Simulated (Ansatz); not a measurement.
A made-up structure of CH₂NSi, doublet:

```tsv
atom	x (Å)	y (Å)	z (Å)
C1	1.4155	-0.3772	0.6497
Si2	0.0722	0.1532	0.0102
N3	-1.4808	-0.2866	-0.5886
H4	-2.1948	0.3318	-0.9734
H5	2.2777	0.1656	0.9420
```

It is relaxed with PBE-D4/def2-SVP and then PBE0-D4/def2-TZVP (Ansatz 0.2.0). Atoms count as bonded within 1.22 times the sum of their covalent radii (H–H: 0.88 Å). The end point is not checked to be a true minimum.

(1) Does its bonding change? (A judgement: the text doesn't fix the answer.)

Answers

(1) The calculation gives: No: no bond forms or breaks.

Where it ends: The first stage lowers the energy by 0.59 eV in 6 steps. It ends as CH₂NSi ([CH][Si][NH]):
C1  (1.441, -0.411, 0.665)
Si2  (-0.028, 0.155, -0.033)
N3  (-1.451, -0.259, -0.579)
H4  (-2.178, 0.321, -0.965)
H5  (2.306, 0.180, 0.952)
(Å)

Labels in which every atom is bracketed show which atoms are joined, not bond orders.

For scale, one of the runs: PBE0-D4/def2-TZVP relaxation, 111 basis functions, launched by `ansatz run in.yaml --threads 2 --pin off --events-out ev --progress --plain --max-ram 4352MiB`. Hardware: 2 CPU threads of an Arm Neoverse V1, shared host. Wall time about 28 s.
